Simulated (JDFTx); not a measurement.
Input for a modified build of JDFTx: C2H6OS (SMILES CS(C)=O), charge 0, multiplicity 1, CANDLE, water, 1 M NaCl; lengths in bohr, energies in hartree. The run starts from orbitals saved by an earlier run of the same system.

```
lattice \
  29.7631864629 0.0000000000 0.0000000000 \
  0.0000000000 27.4010288071 0.0000000000 \
  0.0000000000 0.0000000000 24.5664396201
coords-type Cartesian
ion C -2.5713323900 -1.2205115868 0.3671177961 0
ion S 0.0003403389 0.7593809900 1.6705970746 0
ion C 2.5739322851 -1.2202159957 0.3665887361 0
ion O 0.0016335703 3.0789277906 0.1703988452 0
ion H -4.3488249361 -0.3212231082 0.8525519487 0
ion H -2.4670789569 -3.0789277906 1.2206484310 0
ion H -2.3875252092 -1.3282821294 -1.6705970746 0
ion H 2.3613516973 -1.3684914053 -1.6652961176 0
ion H 4.3488249361 -0.2942704327 0.8107998445 0
ion H 2.5016493476 -3.0645044852 1.2554549443 0
ion-species pseudo/c_pbe_v1.2.upf
ion-species pseudo/s_pbe_v1.4.upf
ion-species pseudo/o_pbe_v1.2.upf
ion-species pseudo/h_pbe_v1.4.upf
elec-cutoff 20 100
elec-ex-corr gga-PBE
symmetries none
elec-n-bands 13
electronic-minimize nIterations 150 energyDiffThreshold 1e-7
fluid LinearPCM
pcm-variant CANDLE
fluid-solvent H2O
fluid-cation Na+ 1
fluid-anion Cl- 1
fluid-minimize nIterations 400 knormThreshold 1e-11
wavefunction read s0.wfns
dump-name s1.$VAR
dump End State Ecomponents EigStats BandEigs Forces ElecDensity IonicPositions FluidDebug
```

The log closes as follows.

```
[...]
ElecMinimize: Iter:   9  Etot: -41.311443180137474  |grad|_K:  3.953e-07  alpha:  1.143e+00  linmin:  1.383e-02
ElecMinimize: Iter:  10  Etot: -41.311443240378161  |grad|_K:  4.410e-07  alpha:  5.622e-01  linmin:  1.226e-02
ElecMinimize: Iter:  11  Etot: -41.311443334122764  |grad|_K:  3.997e-07  alpha:  4.461e-01  linmin:  5.772e-06
ElecMinimize: Converged (|Delta Etot|<1.000000e-07 for 2 iters).

# Ionic positions in cartesian coordinates:
ion C  -2.571332389999999  -1.220511586800000   0.367117796100000 0
ion C   2.573932285100000  -1.220215995700000   0.366588736100000 0
ion S   0.000340338900000   0.759380990000000   1.670597074600000 0
ion O   0.001633570300000   3.078927790600000   0.170398845200000 0
ion H  -4.348824936099999  -0.321223108200000   0.852551948700000 0
ion H  -2.467078956900000  -3.078927790600000   1.220648431000000 0
ion H  -2.387525209200000  -1.328282129400000  -1.670597074600000 0
ion H   2.361351697300000  -1.368491405300000  -1.665296117600000 0
ion H   4.348824936099999  -0.294270432700000   0.810799844500000 0
ion H   2.501649347599999  -3.064504485200000   1.255454944300000 0

# Forces in Cartesian coordinates:
force C   0.010094418642104   0.010673055152195   0.009423430264108 0
force C  -0.010259813626170   0.010428705044570   0.009603581195191 0
force S   0.000240965684340  -0.063167882426629   0.011185151429847 0
force O  -0.000058102939757   0.051848941787489  -0.027385597046479 0
force H  -0.007637254937102   0.004698655472844   0.004026988328761 0
force H   0.000603120601971  -0.009592708999420   0.004735187153519 0
force H   0.003794569291450  -0.000127483170457  -0.010083984334414 0
force H  -0.003775211763939  -0.000295138317705  -0.010198814828436 0
force H   0.007518496753237   0.004837106087106   0.003841086679170 0
force H  -0.000513499557304  -0.009216641352203   0.004808724620841 0

# Energy components:
   A_diel =       -0.0190226227571429
   Eewald =       38.0305772883023465
       EH =       71.1240994639813238
     Eloc =     -165.0044035217996452
      Enl =        5.4283754488440747
      Exc =      -13.6961779979984790
 Exc_core =        1.9001316035224582
       KE =       20.9249770037823026
-------------------------------------
     Etot =      -41.3114433341227638


	eMin: -0.964580 at state 0 ( [ +0.000000 +0.000000 +0.000000 ] spin 0 )
	HOMO: -0.215583 at state 0 ( [ +0.000000 +0.000000 +0.000000 ] spin 0 )
```

The run took 12 electronic cycles (a count that differs between repeats, as do the digits past 10⁻⁶ Ha); the highest occupied level lies at -5.87 eV from the bulk liquid; the total lies -0.32 eV from the vacuum run at this geometry.
